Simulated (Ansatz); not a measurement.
```xyz
10

C    -0.0408    0.0151   -0.0246
C     1.4387   -0.0270   -0.0308
C    -0.7454    1.2037    0.0238
C    -0.6602   -1.2123   -0.0203
H     1.9913   -0.9507    0.0428
H     1.9879    0.9704    0.0304
H    -1.8067    1.2045    0.0330
H    -0.1283    2.1696   -0.0123
H    -1.7772   -1.2727   -0.0336
H    -0.2085   -2.2120    0.0083
```

UHF-MP2 on triplet C₄H₆ was run in several spherical basis sets with Ansatz (development build ahead of 0.2.0). Frozen core: 4 orbitals. Caution for UHF-MP2: the unrestricted determinant is spin contaminated.

(1) Rank the basis sets by the total energy that they give, lowest first, with the distance from the lowest.
A. def2-SVP
B. 6-31G(d)
C. cc-pVDZ

Results:

(1) C (0.00 eV), B (1.47 eV), A (3.44 eV).

Totals follow the description of the cores as much as that of the bonds, so this order isn't one of quality for chemistry.
